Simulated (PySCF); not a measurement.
**How the method moves the adiabatic energies of losing or gaining an electron of ethyl bromide**

Structure: `CCBr` (C2H5Br).

All levels share the PBE0-D3(BJ)/ma-def2-SVP structures and the PBE0-D3(BJ)/ma-def2-SVP thermal terms; only the single-point energies (PySCF) change. Values are adiabatic energies of losing or gaining an electron (0 K, eV).

```csv
level,ionisation energy to the radical cation,time
HF/ma-def2-TZVP,9.32,16 s
PBE0-D3(BJ)/def2-TZVPP,10.15,71 s
PBE0-D3(BJ)/ma-def2-TZVP,10.16,–
BHandHLYP/ma-def2-TZVP,10.18,49 s
PBE0-D3(BJ)/def2-SV(P),10.20,19 s
B3LYP-D3(BJ)/ma-def2-TZVP,10.21,56 s
PBE0-D3(BJ)/6-31G,10.24,15 s
PBE0-D3(BJ)/pcseg-1,10.28,22 s
```

Times are wall times for all single points of a level on 1 thread of Arm Neoverse V1, a shared host; the dash marks the run that also made the structures.

Hartree-Fock leaves out electron correlation, so its ionisation energies and electron affinities from energy differences come out too low, often by 1 eV or more.

At HF/ma-def2-TZVP a relaxed species lies above the same state at the other structure, so the structures fit that level poorly.

The spread: 0.96 eV, from 9.32 to 10.28.

Known limits: spin-orbit coupling is left out of the energies, which matters for open shells on the heavier atoms; atoms from Ga to Kr are treated without relativity.
